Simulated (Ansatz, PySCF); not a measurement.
Dimer: HCl (SMILES Cl) (first 2 atoms) with HCl (SMILES Cl); geometry from NCB31 set.
(charge 0, multiplicity 1):
```xyz
4

Cl     1.86082    -0.06541    -0.00007
H      1.75394     1.21098     0.00034
Cl    -1.92527     0.00557    -0.00010
H     -0.65843    -0.19370     0.00248
```

Monomers are frozen at their geometry in the pair; levels with a basis set take the counterpoise correction.

Cores are frozen in the correlated methods. CBS: X⁻³ extrapolation of the correlation energy, Hartree–Fock from the larger set.

Codes used: Ansatz (a program for electronic structure) with Gaussian orbitals; PySCF for the dispersion terms. Each number belongs to the level named beside it.

PBE/def2-TZVPPD gives -1.92 kcal/mol for the interaction energy.

Question: Predict the shift from PBE, with its sign, for: PBE-D3(BJ)/def2-TZVPPD, r2SCAN/def2-TZVPPD, PBE0/def2-TZVPPD, wB97M-V/def2-TZVPPD, B2PLYP/def2-TZVPPD, MP2/CBS(aug-cc-pV(T+d)Z, aug-cc-pV(Q+d)Z), CCSD(T)/CBS(aug-cc-pV(T+d)Z, aug-cc-pV(Q+d)Z).

Answer: PBE-D3(BJ)/def2-TZVPPD -0.62; r2SCAN/def2-TZVPPD -0.01; PBE0/def2-TZVPPD 0.21; wB97M-V/def2-TZVPPD 0.09; B2PLYP/def2-TZVPPD 0.48; MP2/CBS(aug-cc-pV(T+d)Z, aug-cc-pV(Q+d)Z) -0.33; CCSD(T)/CBS(aug-cc-pV(T+d)Z, aug-cc-pV(Q+d)Z) -0.07 kcal/mol. 3 of 7 lie above PBE; the widest gap is to PBE-D3(BJ)/def2-TZVPPD.
